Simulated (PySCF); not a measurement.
Isomers C4H4N2:

A. pyrazine
B. `c1cncnc1`
C. succinonitrile

Spectrum 1. ¹³C{¹H} NMR (computed): δ 121.4 (C), 16.4 (CH2).

Spectrum 2. ¹³C{¹H} NMR (computed): δ 165.6 (CH), 163.3 (CH), 127.0 (CH).

Spectrum 3. ¹³C{¹H} NMR (computed): δ 151.2 (CH).

Theoretical values (PySCF): geometry from GFN2-xTB, J: B3LYP/pcJ-1 (spin–dipole term left out of most H,H and C,H couplings), PBE0/pcSseg-1 with gauge-including orbitals. No solvent, one averaged value for each set of equivalent atoms, one computed conformer, non-relativistic.

Chemical shifts δ = σref − σ; TMS for ¹³C (σ = 186.93 ppm), all at this level. Shifts are as computed. Against solution values, carbons near 30 ppm lie about +3 ppm off and those near 130 ppm about +5 ppm. Of 1211 compounds with measured shifts, 218 miss one by over three times the rms of a fit or turn the order of signals round; such compounds aren't used in these exercises.

Question: Which spectrum belongs to which compound?

Answer: 1–C, 2–B, 3–A.

- Spectrum 1 (C): 2 ¹³C signals; δC 121.4 is a nitrile carbon; δC 16.4 is an sp3 CH2 α to a nitrile.
- Spectrum 2 (B): 3 ¹³C signals; δC 163.3 is an aromatic CH next to a ring nitrogen; δC 127.0 is an aromatic CH.
- Spectrum 3 (A): a single ¹³C signal, at 151.2 ppm (aromatic CH next to a ring nitrogen).
